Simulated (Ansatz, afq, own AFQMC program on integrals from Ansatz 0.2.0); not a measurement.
## BPN⁺, quintet in cc-pVDZ, levels against CCSDT(Q)

```xyz
3

N     0.0000    0.0000    1.5032
B     0.0000    0.0000    0.1693
P     0.0000    0.0000   -1.6724
```

Connectivity, by distances: N–B–P.

Basis cc-pVDZ. Noble-gas cores (and the filled d shells of Ga–Kr and In–Xe) are frozen. AFQMC by an in-house program on the Cholesky factors that Ansatz 0.2.0 writes for its CCSD(T) run. ph-AFQMC/CISD is guided by a CISD state made of CCSD amplitudes; releasing the constraint for a short imaginary time cuts its bias at the price of noise, slowly where states lie close. Free projection: walkers drawn from exp(T), propagated without any constraint. Its projection time is finite, and what remains of the start isn't in its error. Error bars are statistical, one sigma.

Determinant: UHF, the one that the program's search chose, which needn't be the lowest solution. The geometry is a PBE0/def2-TZVP stationary point of this or a neighbouring charge and spin state.

No full CI on the walks' own integrals is used here; CCSDT(Q) serves as the reference and is uncertain by about the last step of the cluster series.

Cautions: another spin lies lower.

- T1 diagnostic: 0.0184
- weight of the determinant in the CISD state: 0.877
- ⟨S²⟩ of the determinant: 6.030
- size of the correlated space: 12 electrons in 39 orbitals

Reference: CCSDT(Q), correlation energy -7.046 eV. The released energy is read at 2.40 1/Eh (meV from the phaseless value at times in 1/Eh: 10 ± 14 at 0.24, -9 ± 12 at 0.51, -12 ± 12 at 0.99, -40 ± 15 at 1.62, -43 ± 21 at 2.40).

```json
{"level": "HF", "E − E(reference) (kcal/mol)": "162.48", "share of correlation (%)": "0.00"}
{"level": "MP2", "E − E(reference) (kcal/mol)": "32.46", "share of correlation (%)": "80.02"}
{"level": "CCSD", "E − E(reference) (kcal/mol)": "5.80", "share of correlation (%)": "96.43"}
{"level": "CCSD(T)", "E − E(reference) (kcal/mol)": "1.26", "share of correlation (%)": "99.23"}
{"level": "CCSDT", "E − E(reference) (kcal/mol)": "0.30", "share of correlation (%)": "99.82"}
{"level": "ph-AFQMC/HF", "E − E(reference) (kcal/mol)": "4.13 ± 1.20", "share of correlation (%)": "97.46"}
{"level": "ph-AFQMC/CISD", "E − E(reference) (kcal/mol)": "0.90 ± 0.32", "share of correlation (%)": "99.45"}
{"level": "released AFQMC", "E − E(reference) (kcal/mol)": "-0.09 ± 0.49", "share of correlation (%)": "100.06"}
{"level": "free AFQMC", "E − E(reference) (kcal/mol)": "-0.32 ± 0.35", "share of correlation (%)": "100.20"}
```

Free projections are given only where their last times agree within the noise and don't stop above the reference; a slow remainder of the start can still hide under it. A walk keeps the symmetry of its determinant, which the program's search chose and which needn't be the lowest solution, so a lower state of the same spin and another symmetry isn't excluded. Released energies are given only where the last usable release times agree within the noise; a slower fall can still hide under it.
